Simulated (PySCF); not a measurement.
Gas-phase reaction: BH₂Cl + H₂ ⇌ BH₃ + HCl

Energies from PySCF (xtb for GFN2), thermal terms from the rigid-rotor harmonic-oscillator model, ideal gas at 1 bar. † marks an energy on the PBE0/def2-TZVP geometry and frequencies; other levels use their own. MP2 freezes the core. 6-31G* has spherical d functions here. All species are closed-shell singlets. B3LYP is the form with VWN-RPA correlation. BH₂Cl: computed as isolated molecules; such fragments, hydroxides, amides, oligomers or adducts are transient or little studied in the gas. MP2 isn't extrapolated to the basis-set limit; its ΔH°(298 K) is 97.6 kJ in def2-SVP and 91.2 kJ in def2-TZVPP. The harmonic model lacks anharmonicity and excited electronic states, which grow with temperature; levels with a mode under 35 cm⁻¹ are left out.

```tsv
level	ΔE electronic, kJ	ΔH°(298 K), kJ	ΔS°(298 K), J/K	ΔG°(2500 K), kJ
B3LYP/6-31G*	96	100	10	90
GFN2-xTB	44	51	10	42
MP2/def2-SVP†	93	98	10	88
PBE/def2-TZVP†	93	98	10	88
LDA/def2-TZVP†	99	104	10	94
```
ΔH° is lowest at GFN2-xTB and highest at LDA/def2-TZVP†. No reference value is set beside these.
